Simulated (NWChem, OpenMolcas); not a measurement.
# From OpenMolcas to NWChem

This OpenMolcas 26.06 job computes CH7AlSi (SMILES [CH3][AlH][SiH3]):

calc.input:
```
* CH7AlSi CCSD(T)
>>> EXPORT MOLCAS_PRINT=2

&gateway
 baslib = $CurrDir
 coord
 10
 angstrom
 C       -1.428400       0.967200      -0.792400
 Al       0.409100       0.309500      -0.720900
 Si       1.161700      -1.107300       1.145400
 H       -1.909200       0.659300      -1.727500
 H       -2.050600       0.624100       0.036600
 H       -1.438000       2.063000      -0.790400
 H        1.416900       0.709200      -1.887700
 H        0.334900      -2.347600       1.241000
 H        1.000200      -0.395000       2.448500
 H        2.586600      -1.533600       1.050400
 basis = cc-pVDZ
 group = NoSym

&seward

&scf
 thresholds = 1e-10 1e-07 1e-07 1e-05
 prorbitals = 1 1

&rasscf
 fileorb = $Project.ScfOrb
 spin = 1
 nactel = 0 0 0
 inactive = 20
 ras2 = 0
 outorbitals = Canonical
 orblisting = Nothing

&motra
 jobiph
 frozen = 11

&ccsdt
 cct
 triples = 2
 iterations = 80
 accuracy = 1e-08
 extrapolation = 5 4
```

```bash
$ export MOLCAS_MEM=1860
$ pymolcas calc.input > calc.log
```

(Basis files named in the input come from the Basis Set Exchange and aren't shown.)

Geometry: relaxed at PBE0-D4/def2-TZVP.

It gives a total energy of -573.164204 Eh.

**Question.** How is this level of theory, on these atoms, set up in NWChem 7.3.0 as an input file of the program's own?

**Answer.** This input was run:

geom.nw:
```
start geom
memory total 2200 mb

geometry units angstroms noautosym nocenter noautoz
 C       -1.428400       0.967200      -0.792400
 Al       0.409100       0.309500      -0.720900
 Si       1.161700      -1.107300       1.145400
 H       -1.909200       0.659300      -1.727500
 H       -2.050600       0.624100       0.036600
 H       -1.438000       2.063000      -0.790400
 H        1.416900       0.709200      -1.887700
 H        0.334900      -2.347600       1.241000
 H        1.000200      -0.395000       2.448500
 H        2.586600      -1.533600       1.050400
end

basis spherical bse
 * library cc-pVDZ
end

scf
 thresh 1e-08
 maxiter 80
 print medium
end

ccsd
 freeze core 11
 maxiter 60
end

task ccsd(t) energy
```

```bash
$ nwchem geom.nw > geom.out
```

Its energy is -573.164204 Eh, the same as the first but for the last digit, at most.
